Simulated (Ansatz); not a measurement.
# HB–O–Si, triplet: reading a ladder of total energies

Geometry: a PBE0/def2-TZVP stationary point for this spin, not checked as a minimum.

```xyz
4

B     0.0000   -0.2896    0.8567
O     0.0000   -0.1716   -0.4392
Si    0.0000   -0.1148   -2.0996
H     0.0000    0.5761    1.6821
```

Basis cc-pVDZ; Ansatz 0.2.0. Only valence electrons are correlated (noble-gas cores frozen), which leaves 14 electrons in 44 orbitals. R marks a restricted (for open shells ROHF) determinant, U an unrestricted one.

Full CI isn't at hand for all of this; UCCSDT(Q) serves as the reference, and is uncertain by about the last step of the cluster series.

Runs differ by some tens of microhartree through their thresholds and, for an open shell, their frozen cores, so steps under 0.03 kcal/mol mean nothing.

```tsv
level	total energy (hartree)
UHF	-389.018271
UMP2	-389.320421
UCCSD	-389.349644
UCCSD(T)	-389.360182
UCCSDT	-389.361655
UCCSDT(Q)	-389.362795
```

Task: What is the correlation energy at UCCSDT(Q), and what share of it do UMP2 and UCCSDT recover?

Result: E(corr) = -389.362795 − (-389.018271) = -0.344524 hartree = -9.375 eV. UMP2: -0.302150 / -0.344524 = 87.70 %. UCCSDT: -0.343384 / -0.344524 = 99.67 %.

Task: By how many kcal/mol does UCCSD(T) miss UCCSDT(Q) (1 hartree = 627.509 kcal/mol), and which steps make up the rest?

Result: -389.360182 − (-389.362795) = 0.002613 hartree = 1.64 kcal/mol. Steps: UCCSDT − UCCSD(T) = -0.92, UCCSDT(Q) − UCCSDT = -0.72 kcal/mol. Differences between like states or geometries often cancel part of this.
